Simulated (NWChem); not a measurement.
Species: CH2 cation, doublet

```xyz
3

C     -0.0937    -0.0172     0.0000
H      0.2658     0.0487    -1.0358
H      0.2658     0.0487     1.0358
```
Atoms are numbered in this order, from 1.

All runs: NWChem. Spin-unrestricted. The geometry was optimised at PBE0-D3(BJ)/def2-TZVP, spin-unrestricted. No stability test was run on the SCF state. Principal shifts from the free-electron g value, in parts per thousand; spin-orbit coupling by linear response on scalar ZORA.

**Question.** What does the run give for PBE/x2c-SVPall, ZORA? Quantities: Δg1 (ppt); Δg2 (ppt); Δg3 (ppt); isotropic Δg (ppt).

**Answer.** 
```yaml
"Δg1 (ppt)": -7.60
"Δg2 (ppt)": -0.18
"Δg3 (ppt)": 0.75
isotropic Δg (ppt): -2.34
```
